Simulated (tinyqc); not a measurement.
Worked calculation: UHF in the sto-3g basis, for H2O, spin multiplicity 3. This run ends on a higher stationary point, not on the lowest solution. One step of it, computed by the program tinyqc.

Question. Iteration 2: building the Fock matrix. J_ij = sum D_kl (ij|kl) with D = D(alpha) + D(beta), K_ij = sum D_kl (ik|jl) for each spin; F = H + J - K(s); E = tr D H + tr D J / 2 - 0.5 sum_s tr D(s) K(s) + E_nn.

D(alpha) after iteration 1:
```
            1O 1s      1O 2s    1O 2px     1O 2py     1O 2pz      2H 1s      3H 1s
1O 1s    1.047919  -0.203857  0.000000   0.000000   0.031760  -0.040679  -0.040679
1O 2s   -0.203857   0.879454  0.000000   0.000000  -0.132675   0.115648   0.115648
1O 2px   0.000000   0.000000  1.000000   0.000000   0.000000   0.000000   0.000000
1O 2py   0.000000   0.000000  0.000000   1.087536   0.000000  -0.226402   0.226402
1O 2pz   0.031760  -0.132675  0.000000   0.000000   0.858708   0.117214   0.117214
2H 1s   -0.040679   0.115648  0.000000  -0.226402   0.117214   0.651100  -0.520025
3H 1s   -0.040679   0.115648  0.000000   0.226402   0.117214  -0.520025   0.651100
```

D(beta) after iteration 1:
```
            1O 1s      1O 2s    1O 2px     1O 2py     1O 2pz      2H 1s      3H 1s
1O 1s    1.047279  -0.200640  0.000000   0.000000   0.029046  -0.044397  -0.044397
1O 2s   -0.200640   0.863268  0.000000   0.000000  -0.118977   0.134348   0.134348
1O 2px   0.000000   0.000000  0.000000   0.000000   0.000000   0.000000   0.000000
1O 2py   0.000000   0.000000  0.000000   0.797362   0.000000   0.154478  -0.154478
1O 2pz   0.029046  -0.118977  0.000000   0.000000   0.912827   0.094932   0.094932
2H 1s   -0.044397   0.134348  0.000000   0.154478   0.094932   0.089358  -0.000219
3H 1s   -0.044397   0.134348  0.000000  -0.154478   0.094932  -0.000219   0.089358
```

core Hamiltonian H = T + V (hartree):
```
             1O 1s      1O 2s     1O 2px     1O 2py     1O 2pz      2H 1s      3H 1s
1O 1s   -32.377205  -7.531447   0.000000   0.000000  -0.008269  -0.631390  -0.631390
1O 2s    -7.531447  -9.005290   0.000000   0.000000  -0.103840  -1.686365  -1.686365
1O 2px    0.000000   0.000000  -7.179843   0.000000   0.000000   0.000000   0.000000
1O 2py    0.000000   0.000000   0.000000  -7.245952   0.000000  -1.113840   1.113840
1O 2pz   -0.008269  -0.103840   0.000000   0.000000  -7.210178  -0.771674  -0.771674
2H 1s    -0.631390  -1.686365   0.000000  -1.113840  -0.771674  -3.724721  -0.378056
3H 1s    -0.631390  -1.686365   0.000000   1.113840  -0.771674  -0.378056  -3.724721
```

Two-electron integrals (ij|kl) in chemists' order, unique and non-zero (hartree):
```
(11|11) 4.785065    (21|11) 0.741380    (21|21) 0.136873    (22|11) 1.118947
(22|21) 0.256633    (22|22) 0.817206    (31|31) 0.024477    (32|31) 0.037809
(32|32) 0.180518    (33|11) 1.115814    (33|21) 0.256684    (33|22) 0.817023
(33|33) 0.880159    (41|41) 0.024477    (42|41) 0.037809    (42|42) 0.180518
(43|43) 0.047444    (44|11) 1.115814    (44|21) 0.256684    (44|22) 0.817023
(44|33) 0.785270    (44|44) 0.880159    (51|51) 0.024477    (52|51) 0.037809
(52|52) 0.180518    (53|53) 0.047444    (54|54) 0.047444    (55|11) 1.115814
(55|21) 0.256684    (55|22) 0.817023    (55|33) 0.785270    (55|44) 0.785270
(55|55) 0.880159    (61|11) 0.062236    (61|21) 0.011407    (61|22) 0.021300
(61|33) 0.021264    (61|41) 0.000404    (61|42) 0.000769    (61|44) 0.021342
(61|51) 0.000274    (61|52) 0.000521    (61|54) 0.000053    (61|55) 0.021299
(61|61) 0.000961    (62|11) 0.181519    (62|21) 0.042288    (62|22) 0.153123
(62|33) 0.150387    (62|41) 0.002580    (62|42) 0.021473    (62|44) 0.155907
(62|51) 0.001748    (62|52) 0.014546    (62|54) 0.003740    (62|55) 0.152920
(62|61) 0.003596    (62|62) 0.038539    (63|31) 0.004036    (63|32) 0.024882
(63|43) 0.004230    (63|53) 0.002865    (63|63) 0.004984    (64|11) 0.119539
(64|21) 0.028172    (64|22) 0.109054    (64|33) 0.104411    (64|41) 0.005495
(64|42) 0.038879    (64|44) 0.116533    (64|51) 0.000988    (64|52) 0.009481
(64|54) 0.005346    (64|55) 0.106091    (64|61) 0.002477    (64|62) 0.033466
(64|64) 0.033759    (65|11) 0.080974    (65|21) 0.019083    (65|22) 0.073872
(65|33) 0.070727    (65|41) 0.000988    (65|42) 0.009481    (65|44) 0.073208
(65|51) 0.004706    (65|52) 0.031305    (65|54) 0.005910    (65|55) 0.077596
(65|61) 0.001678    (65|62) 0.022670    (65|64) 0.019492    (65|65) 0.018188
(66|11) 0.378413    (66|21) 0.089512    (66|22) 0.373691    (66|33) 0.361221
(66|41) 0.005805    (66|42) 0.068946    (66|44) 0.386629    (66|51) 0.003932
(66|52) 0.046704    (66|54) 0.017211    (66|55) 0.372880    (66|61) 0.007634
(66|62) 0.129789    (66|64) 0.129321    (66|65) 0.087601    (66|66) 0.774606
(71|11) 0.062236    (71|21) 0.011407    (71|22) 0.021300    (71|33) 0.021264
(71|41) -0.000404   (71|42) -0.000769   (71|44) 0.021342    (71|51) 0.000274
(71|52) 0.000521    (71|54) -0.000053   (71|55) 0.021299    (71|61) 0.000947
(71|62) 0.003480    (71|64) 0.002238    (71|65) 0.001627    (71|66) 0.007364
(71|71) 0.000961    (72|11) 0.181519    (72|21) 0.042288    (72|22) 0.153123
(72|33) 0.150387    (72|41) -0.002580   (72|42) -0.021473   (72|44) 0.155907
(72|51) 0.001748    (72|52) 0.014546    (72|54) -0.003740   (72|55) 0.152920
(72|61) 0.003480    (72|62) 0.028966    (72|64) 0.017893    (72|65) 0.016501
(72|66) 0.075927    (72|71) 0.003596    (72|72) 0.038539    (73|31) 0.004036
(73|32) 0.024882    (73|43) -0.004230   (73|53) 0.002865    (73|63) 0.003559
(73|73) 0.004984    (74|11) -0.119539   (74|21) -0.028172   (74|22) -0.109054
(74|33) -0.104411   (74|41) 0.005495    (74|42) 0.038879    (74|44) -0.116533
(74|51) -0.000988   (74|52) -0.009481   (74|54) 0.005346    (74|55) -0.106091
(74|61) -0.002238   (74|62) -0.017893   (74|64) -0.007912   (74|65) -0.010055
(74|66) -0.045564   (74|71) -0.002477   (74|72) -0.033466   (74|74) 0.033759
(75|11) 0.080974    (75|21) 0.019083    (75|22) 0.073872    (75|33) 0.070727
(75|41) -0.000988   (75|42) -0.009481   (75|44) 0.073208    (75|51) 0.004706
(75|52) 0.031305    (75|54) -0.005910   (75|55) 0.077596    (75|61) 0.001627
(75|62) 0.016501    (75|64) 0.010055    (75|65) 0.012814    (75|66) 0.046632
(75|71) 0.001678    (75|72) 0.022670    (75|74) -0.019492   (75|75) 0.018188
(76|11) 0.036879    (76|21) 0.008675    (76|22) 0.034283    (76|33) 0.033535
(76|44) 0.034209    (76|51) 0.000560    (76|52) 0.005658    (76|55) 0.035069
(76|61) 0.000729    (76|62) 0.008534    (76|64) 0.006555    (76|65) 0.005699
(76|66) 0.030925    (76|71) 0.000729    (76|72) 0.008534    (76|74) -0.006555
(76|75) 0.005699    (76|76) 0.002515    (77|11) 0.378413    (77|21) 0.089512
(77|22) 0.373691    (77|33) 0.361221    (77|41) -0.005805   (77|42) -0.068946
(77|44) 0.386629    (77|51) 0.003932    (77|52) 0.046704    (77|54) -0.017211
(77|55) 0.372880    (77|61) 0.007364    (77|62) 0.075927    (77|64) 0.045564
(77|65) 0.046632    (77|66) 0.229831    (77|71) 0.007634    (77|72) 0.129789
(77|74) -0.129321   (77|75) 0.087601    (77|76) 0.030925    (77|77) 0.774606
```

nuclear repulsion = 6.32567927 hartree

Give: Coulomb J; exchange K(alpha); exchange K(beta); F(alpha); F(beta); total energy of this density.

Answer.

Coulomb J (hartree):
```
          1O 1s   1O 2s  1O 2px   1O 2py   1O 2pz   2H 1s    3H 1s
1O 1s   17.2883  3.2551  0.0000   0.0000  -0.0054  0.2716   0.2716
1O 2s    3.2551  8.0603  0.0000   0.0000   0.0152  1.5062   1.5062
1O 2px   0.0000  0.0000  7.9787   0.0000   0.0000  0.0000   0.0000
1O 2py   0.0000  0.0000  0.0000   8.1037   0.0000  1.0792  -1.0792
1O 2pz  -0.0054  0.0152  0.0000   0.0000   8.0754  0.7353   0.7353
2H 1s    0.2716  1.5062  0.0000   1.0792   0.7353  3.9429   0.3418
3H 1s    0.2716  1.5062  0.0000  -1.0792   0.7353  0.3418   3.9429
```

exchange K(alpha) (hartree):
```
         1O 1s    1O 2s  1O 2px   1O 2py   1O 2pz    2H 1s    3H 1s
1O 1s   4.8998   0.8571  0.0000   0.0000   0.0012   0.0729   0.0729
1O 2s   0.8571   1.3607  0.0000   0.0000  -0.0547   0.3050   0.3050
1O 2px  0.0000   0.0000  1.1526   0.0000   0.0000   0.0000   0.0000
1O 2py  0.0000   0.0000  0.0000   1.1806   0.0000   0.1766  -0.1766
1O 2pz  0.0012  -0.0547  0.0000   0.0000   1.0789   0.1535   0.1535
2H 1s   0.0729   0.3050  0.0000   0.1766   0.1535   0.5563  -0.0050
3H 1s   0.0729   0.3050  0.0000  -0.1766   0.1535  -0.0050   0.5563
```

exchange K(beta) (hartree):
```
         1O 1s    1O 2s  1O 2px   1O 2py   1O 2pz   2H 1s    3H 1s
1O 1s   4.8694   0.8127  0.0000   0.0000   0.0017  0.0696   0.0696
1O 2s   0.8127   1.1550  0.0000   0.0000  -0.0451  0.2743   0.2743
1O 2px  0.0000   0.0000  0.2647   0.0000   0.0000  0.0000   0.0000
1O 2py  0.0000   0.0000  0.0000   1.0114   0.0000  0.2005  -0.2005
1O 2pz  0.0017  -0.0451  0.0000   0.0000   1.0599  0.1324   0.1324
2H 1s   0.0696   0.2743  0.0000   0.2005   0.1324  0.2326   0.0515
3H 1s   0.0696   0.2743  0.0000  -0.2005   0.1324  0.0515   0.2326
```

F(alpha) (hartree):
```
           1O 1s    1O 2s   1O 2px   1O 2py   1O 2pz    2H 1s    3H 1s
1O 1s   -19.9887  -5.1334   0.0000   0.0000  -0.0149  -0.4328  -0.4328
1O 2s    -5.1334  -2.3057   0.0000   0.0000  -0.0339  -0.4852  -0.4852
1O 2px    0.0000   0.0000  -0.3538   0.0000   0.0000   0.0000   0.0000
1O 2py    0.0000   0.0000   0.0000  -0.3229   0.0000  -0.2113   0.2113
1O 2pz   -0.0149  -0.0339   0.0000   0.0000  -0.2137  -0.1899  -0.1899
2H 1s    -0.4328  -0.4852   0.0000  -0.2113  -0.1899  -0.3381  -0.0313
3H 1s    -0.4328  -0.4852   0.0000   0.2113  -0.1899  -0.0313  -0.3381
```

F(beta) (hartree):
```
           1O 1s    1O 2s  1O 2px   1O 2py   1O 2pz    2H 1s    3H 1s
1O 1s   -19.9583  -5.0891  0.0000   0.0000  -0.0154  -0.4294  -0.4294
1O 2s    -5.0891  -2.1000  0.0000   0.0000  -0.0435  -0.4544  -0.4544
1O 2px    0.0000   0.0000  0.5341   0.0000   0.0000   0.0000   0.0000
1O 2py    0.0000   0.0000  0.0000  -0.1537   0.0000  -0.2352   0.2352
1O 2pz   -0.0154  -0.0435  0.0000   0.0000  -0.1947  -0.1687  -0.1687
2H 1s    -0.4294  -0.4544  0.0000  -0.2352  -0.1687  -0.0144  -0.0878
3H 1s    -0.4294  -0.4544  0.0000   0.2352  -0.1687  -0.0878  -0.0144
```

total energy of this density = -74.419412 hartree

This density is a damped mixture and is not idempotent.
